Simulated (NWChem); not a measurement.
The numbers come from NWChem runs, not from measurements. System: O, charge 0, spin multiplicity 3. Its SCF solution wasn't tested for a lower state. Level: UB3LYP/def2-TZVP, VWN1-RPA local correlation.

Job file:

```
start mol
memory heap 200 mb stack 900 mb global 1100 mb
geometry units angstroms nocenter noautoz
  O      0.000000     0.000000     0.000000
  symmetry group D2h
end
basis spherical
  * library def2-tzvp
end
dft
  xc b3lyp
  odft
  mult 3
  semidirect memsize 60000000 filesize 0
  iterations 100
end
task dft energy
```

Part of the output:

```
             Northwest Computational Chemistry Package (NWChem) 7.3.0
             --------------------------------------------------------

                                NWChem Input Module
                                -------------------

 Scaling coordinates for geometry "geometry" by  1.889725989
 (inverse scale =  0.529177249)

                             Geometry "geometry" -> ""
                             -------------------------

 Output coordinates in angstroms (scale by  1.889725989 to convert to a.u.)

  No.       Tag          Charge          X              Y              Z
 ---- ---------------- ---------- -------------- -------------- --------------
    1 O                    8.0000     0.00000000     0.00000000     0.00000000

 Effective nuclear repulsion energy (a.u.)       0.0000000000

            Nuclear Dipole moment (a.u.)
            ----------------------------
        X                 Y               Z
 ---------------- ---------------- ----------------
     0.0000000000     0.0000000000     0.0000000000

      Symmetry information
      --------------------

 Group name             D2h
 Group number             26
 Group order               8
 No. of unique centers     1

      Symmetry unique atoms

     1


 Summary of "ao basis" -> "" (spherical)
 ------------------------------------------------------------------------------
       Tag                 Description            Shells   Functions and Types
 ---------------- ------------------------------  ------  ---------------------
 *                         def2-tzvp                  on all atoms

                                 NWChem DFT Module
                                 -----------------

 Summary of "ao basis" -> "ao basis" (spherical)
 ------------------------------------------------------------------------------
       Tag                 Description            Shells   Functions and Types
 ---------------- ------------------------------  ------  ---------------------
 O                         def2-tzvp                11       31   5s3p2d1f

 Summary of "ao basis" -> "ao basis" (spherical)
 ------------------------------------------------------------------------------
       Tag                 Description            Shells   Functions and Types
 ---------------- ------------------------------  ------  ---------------------
 O                         def2-tzvp                11       31   5s3p2d1f

      Symmetry analysis of basis
      --------------------------

        ag          9
        au          1
        b1g         2
        b1u         5
        b2g         2
        b2u         5
        b3g         2
        b3u         5

            General Information
            -------------------
          SCF calculation type: DFT
          Wavefunction type:  spin polarized.
          No. of atoms     :     1
          No. of electrons :     8
           Alpha electrons :     5
            Beta electrons :     3
          Charge           :     0
          Spin multiplicity:     3
          Use of symmetry is: on ; symmetry adaption is: on
          Maximum number of iterations: 100
          AO basis - number of functions:    31
                     number of shells:    11
          Convergence on energy requested:  1.00D-06
          Convergence on density requested:  1.00D-05
          Convergence on gradient requested:  5.00D-04

              XC Information
              --------------
                         B3LYP Method XC Potential
[...]
                     b1g               0.0          0.0
                     b1u               1.0          0.0
                     b2g               0.0          0.0
                     b2u               1.0          0.0
                     b3g               0.0          0.0
                     b3u               1.0          1.0

                    DFT Final Alpha Molecular Orbital Analysis
                    ------------------------------------------

 Vector    3  Occ=1.000000D+00  E=-4.623138D-01  Symmetry=b1u
              MO Center=  1.9D-31,  2.0D-31, -2.7D-15, r^2= 5.3D-01
   Bfn.  Coefficient  Atom+Function         Bfn.  Coefficient  Atom+Function
  ----- ------------  ---------------      ----- ------------  ---------------
     8      0.528812  1 O  pz                11      0.427939  1 O  pz
    14      0.241983  1 O  pz

 Vector    4  Occ=1.000000D+00  E=-4.623138D-01  Symmetry=b2u
              MO Center= -5.9D-32,  7.7D-16, -5.7D-32, r^2= 5.3D-01
   Bfn.  Coefficient  Atom+Function         Bfn.  Coefficient  Atom+Function
  ----- ------------  ---------------      ----- ------------  ---------------
     7      0.528812  1 O  py                10      0.427939  1 O  py
    13      0.241983  1 O  py

 Vector    5  Occ=1.000000D+00  E=-3.872084D-01  Symmetry=b3u
              MO Center= -5.6D-17,  7.3D-32,  4.9D-32, r^2= 5.8D-01
   Bfn.  Coefficient  Atom+Function         Bfn.  Coefficient  Atom+Function
  ----- ------------  ---------------      ----- ------------  ---------------
     6      0.515550  1 O  px                 9      0.411262  1 O  px
    12      0.281151  1 O  px

 Vector    6  Occ=0.000000D+00  E= 3.146300D-01  Symmetry=ag
              MO Center= -1.3D-34,  1.3D-32, -2.9D-33, r^2= 2.0D+00
   Bfn.  Coefficient  Atom+Function         Bfn.  Coefficient  Atom+Function
  ----- ------------  ---------------      ----- ------------  ---------------
     5      2.000591  1 O  s                  4     -1.791080  1 O  s
     2      0.121798  1 O  s                  1      0.057517  1 O  s
     3      0.048229  1 O  s

 Vector    7  Occ=0.000000D+00  E= 3.773186D-01  Symmetry=b1u
              MO Center= -5.1D-35, -1.0D-34,  2.0D-18, r^2= 2.3D+00
   Bfn.  Coefficient  Atom+Function         Bfn.  Coefficient  Atom+Function
  ----- ------------  ---------------      ----- ------------  ---------------
    14      1.244015  1 O  pz                11     -0.625255  1 O  pz
     8     -0.296297  1 O  pz

 Vector    8  Occ=0.000000D+00  E= 3.773186D-01  Symmetry=b2u
              MO Center=  5.0D-33, -9.8D-20,  3.5D-35, r^2= 2.3D+00
   Bfn.  Coefficient  Atom+Function         Bfn.  Coefficient  Atom+Function
  ----- ------------  ---------------      ----- ------------  ---------------
    13      1.244015  1 O  py                10     -0.625255  1 O  py
     7     -0.296297  1 O  py

                     DFT Final Beta Molecular Orbital Analysis
                     -----------------------------------------

 Vector    1  Occ=1.000000D+00  E=-1.922442D+01  Symmetry=ag
              MO Center= -1.9D-38,  1.6D-38,  1.7D-38, r^2= 1.5D-02
   Bfn.  Coefficient  Atom+Function         Bfn.  Coefficient  Atom+Function
  ----- ------------  ---------------      ----- ------------  ---------------
     2      0.640342  1 O  s                  1      0.435608  1 O  s
     3      0.029278  1 O  s

 Vector    2  Occ=1.000000D+00  E=-8.618716D-01  Symmetry=ag
              MO Center=  3.9D-16, -8.9D-16,  1.1D-16, r^2= 4.7D-01
   Bfn.  Coefficient  Atom+Function         Bfn.  Coefficient  Atom+Function
  ----- ------------  ---------------      ----- ------------  ---------------
     4      0.502149  1 O  s                  3      0.381507  1 O  s
     2     -0.254649  1 O  s                  5      0.255473  1 O  s
     1     -0.108205  1 O  s

 Vector    3  Occ=1.000000D+00  E=-3.367804D-01  Symmetry=b3u
              MO Center= -3.9D-16,  7.6D-32, -4.1D-32, r^2= 6.2D-01
   Bfn.  Coefficient  Atom+Function         Bfn.  Coefficient  Atom+Function
  ----- ------------  ---------------      ----- ------------  ---------------
     6      0.499267  1 O  px                 9      0.397817  1 O  px
    12      0.318099  1 O  px

 Vector    4  Occ=0.000000D+00  E=-1.840219D-01  Symmetry=b2u
              MO Center= -6.1D-32,  8.9D-16, -5.4D-32, r^2= 7.4D-01
   Bfn.  Coefficient  Atom+Function         Bfn.  Coefficient  Atom+Function
  ----- ------------  ---------------      ----- ------------  ---------------
     7      0.459960  1 O  py                13      0.395454  1 O  py
    10      0.370113  1 O  py

 Vector    5  Occ=0.000000D+00  E=-1.840219D-01  Symmetry=b1u
              MO Center=  8.6D-33,  8.3D-33, -1.1D-16, r^2= 7.4D-01
   Bfn.  Coefficient  Atom+Function         Bfn.  Coefficient  Atom+Function
  ----- ------------  ---------------      ----- ------------  ---------------
     8      0.459960  1 O  pz                14      0.395454  1 O  pz
    11      0.370113  1 O  pz

 Vector    6  Occ=0.000000D+00  E= 3.477138D-01  Symmetry=ag
              MO Center= -4.4D-33,  1.0D-32,  1.6D-33, r^2= 2.0D+00
   Bfn.  Coefficient  Atom+Function         Bfn.  Coefficient  Atom+Function
  ----- ------------  ---------------      ----- ------------  ---------------
     5     -2.017441  1 O  s                  4      1.869775  1 O  s
     2     -0.122962  1 O  s                  3     -0.080622  1 O  s
     1     -0.059251  1 O  s

   alpha - beta orbital overlaps
   -----------------------------

   alpha      1      2      3      4      5      6      7      8      9     10
    beta      1      2      5      4      3      6      9      8      7     13
 overlap   1.000  0.999  0.990  0.990  0.999  0.999  0.990  0.990  0.999  1.000

   alpha     11     12     13     14     15     16     17     18     19     20
    beta     14     10     11     12     16     17     15     18     24     25
 overlap   1.000  1.000  1.000  1.000  0.999  0.999  1.000  1.000  1.000  1.000

   alpha     21     22     23     24     25     26     27     28     29     30
    beta     20     19     22     23     21     30     29     26     27     28
 overlap   1.000  1.000  1.000  1.000  1.000  1.000  1.000  1.000  1.000  1.000

   alpha     31
    beta     31
 overlap   1.000

     --------------------------
     Expectation value of S2:
     --------------------------
      <S2> =      2.0034 (Exact =     2.0000)

 Task  times  cpu:        0.4s     wall:        0.4s

 Total times  cpu:        0.4s     wall:        0.4s
```
